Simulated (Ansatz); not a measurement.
2H WSe₂, treated with PBE-D3(BJ) (Ansatz, a quantum-chemistry and plane-wave program, PAW).

Settings: plane-wave cutoff 500 eV, 18×18×4 k mesh (along the axes of the cell as run), Fermi–Dirac smearing 0.05 eV, no spin polarisation, scalar-relativistic PAW data made under PBE.

Cell (relaxed at this level):

Space group P6₃/mmc (No. 194); a = b = 3.2791 Å, c = 12.7760 Å, α = β = 90.00°, γ = 120.00°

```
atom  site  symmetry       x       y       z
----  ----  --------  ------  ------  ------
W       2c      -6m2  0.3333  0.6667  0.2500
Se      4f       3m.  0.6667  0.3333  0.1182
```

Task: Estimate the band gap that the calculation returns.

Result: 
band gap: 0.89 eV (on the SCF k mesh)

Measured, for comparison: band gap 1.2 eV (room temperature, no zero-point or thermal correction, bulk 2H; as tabulated in Bastos et al. (2019), arXiv:1903.08112).

Spin–orbit coupling is not included.

Computed values are for the static lattice.
